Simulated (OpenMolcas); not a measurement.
OpenMolcas input wanted

C2H7P+ has 10 atoms, charge +1, and is taken as a doublet. As SMILES of the parent species, `CPC`. The coordinates come from a PBE0-D4/def2-TZVP relaxation. That shape belongs to the parent species and isn't relaxed for this state.

```xyz
10

C    -0.9399    0.5627   -0.9122
P     0.6417    0.8520   -0.0101
C     0.6499   -0.6107    1.1122
H    -1.0452   -0.4618   -1.2747
H    -1.0035    1.2489   -1.7590
H    -1.7735    0.7871   -0.2430
H     1.5091    0.3168   -1.0014
H    -0.0908   -0.4549    1.8998
H     1.6274   -0.6932    1.5911
H     0.4248   -1.5470    0.5974
```

Settings wanted:

| Setting | Value |
| --- | --- |
| method | DFT |
| reference | UKS |
| relativity | none |
| basis set | 6-311+G** |
| task | energy |
| functional | BHLYP |
| nucleus | point |
| integration grid | UltraFine |
| SCF convergence threshold | 1e-10 |
| d and f functions | spherical |

Question: Write the OpenMolcas 26.06 input and the command.

Answer: One that was run (others would do as well):

mol.xyz:
```
10

C     -0.939890     0.562750    -0.912230
P      0.641740     0.851990    -0.010090
C      0.649850    -0.610720     1.112180
H     -1.045210    -0.461770    -1.274720
H     -1.003490     1.248870    -1.759000
H     -1.773550     0.787080    -0.243020
H      1.509100     0.316840    -1.001430
H     -0.090800    -0.454900     1.899770
H      1.627440    -0.693200     1.591080
H      0.424820    -1.546950     0.597430
```

calc.input:
```
* C2H7P Kohn-Sham DFT
&GATEWAY
BasLib=$CurrDir
Coord=mol.xyz
Basis=6-311pGss
Group=NoSym
&SEWARD
GridInput
Grid=UltraFine
End of Grid
&SCF
UHF
Charge=1
Spin=2
KSDFT=HYB_GGA_XC_BHANDHLYP
Thresholds=1e-10 1e-07 1e-07 1e-05
PrOrbitals=1 2
```

```bash
$ export MOLCAS_MEM=1860
$ pymolcas calc.input > calc.log
```

(Basis files named in the input come from the Basis Set Exchange and aren't shown.)

Calculated total energy: -421.41819 Eh.
